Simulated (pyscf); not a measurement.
Optimised with ωB97X-D3(BJ)/def2-SVP in PySCF.

Estimate the classical barrier height and the reaction energy of HO–Sn:–OH [singlet] + ammonia (NH₃) → H₂N–SnH(OH)–OH at ωB97M-D3(BJ)/def2-TZVP. The step runs on the singlet surface, breaks H–N and forms N–Sn, H–Sn; take the separated reactants as zero.

ΔE‡ = 2.59 eV, ΔE = +0.47 eV. Zero-point energy shifts the barrier by -0.12 eV. It is an insertion, with an imaginary mode of 1381i cm⁻¹. On the reactant side the descent ends in an adduct with a N–Sn contact, 0.83 eV under the separated species and 3.30 eV under the saddle at ωB97X-D3(BJ)/def2-TZVP. What is counted as formed (N–Sn) is already present as a longer contact in the reactant adduct; forming that adduct is a step of its own. At ωB97X-D3(BJ) the barrier from the zero used here is 2.47 eV. This is the saddle that the search found; another between the same sides may lie lower. Elements past Kr carry the def2 core potentials, without spin-orbit coupling.
